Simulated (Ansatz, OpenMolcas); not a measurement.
# How basis sets differ on LiH (SMILES [LiH])

LiH: 2 atoms, total charge 0, spin state singlet. As SMILES, `[LiH]`. Geometry: the measured bond length.

```xyz
2

Li    0.0000    0.0000    0.0000
H     0.0000    0.0000    1.5957
```

Each level gives the energy change with the Li1–H2 bond stretched from 1.596 to 2.393 Å (eV). The values are calculated.

```json
{"level": "B2PLYP/3-21G (restricted)", "kind": "double hybrid", "program": "Ansatz", "value (eV)": "0.87", "CPU time (all runs)": "1.2 s"}
{"level": "B2PLYP/def2-SVP (restricted)", "kind": "double hybrid", "program": "OpenMolcas", "value (eV)": "0.96", "CPU time (all runs)": "5.4 s"}
{"level": "B2PLYP/6-31G** (spherical functions) (restricted)", "kind": "double hybrid", "program": "OpenMolcas", "value (eV)": "0.92", "CPU time (all runs)": "5.6 s"}
{"level": "B2PLYP/cc-pVTZ (restricted)", "kind": "double hybrid", "program": "Ansatz", "value (eV)": "0.95", "CPU time (all runs)": "2.6 s"}
```

The first shape isn't each level's own minimum. The values span 0.87 to 0.96 eV. CPU times are rough (shared hosts, several kinds of processor): they show what a rung costs within a factor of a few.
